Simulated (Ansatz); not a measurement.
```xyz
3

C     0.0000    0.0000    0.0000
O     0.0000    0.0000    1.1787
O     0.0000    0.0000   -1.1787
```

Basis set: pcseg-2 (spherical functions). Charge 0, multiplicity 1.

Computed with Ansatz (development build ahead of 0.2.0); free ground-state atoms in the same class of orbitals, no zero-point energy, no relativity. Restricted functionals stand beside restricted open-shell atoms, which can lie above the unrestricted atoms usual in DFT and then raise those values.

The atomization energy of singlet CO₂ from measured heats of formation, zero-point and thermal terms removed is 16.881 eV (G2/97 set, Curtiss et al., J. Chem. Phys. 106, 1063 (1997), as shipped with ASE); it holds spin-orbit and other relativistic effects.

Q: How far do ωB97X (restricted), r²SCAN (restricted) miss it in this basis?

A:

```json
{"method": "ωB97X (restricted)", "atomization energy (eV)": "17.099", "computed − measured (eV)": "0.218"}
{"method": "r²SCAN (restricted)", "atomization energy (eV)": "17.424", "computed − measured (eV)": "0.543"}
```
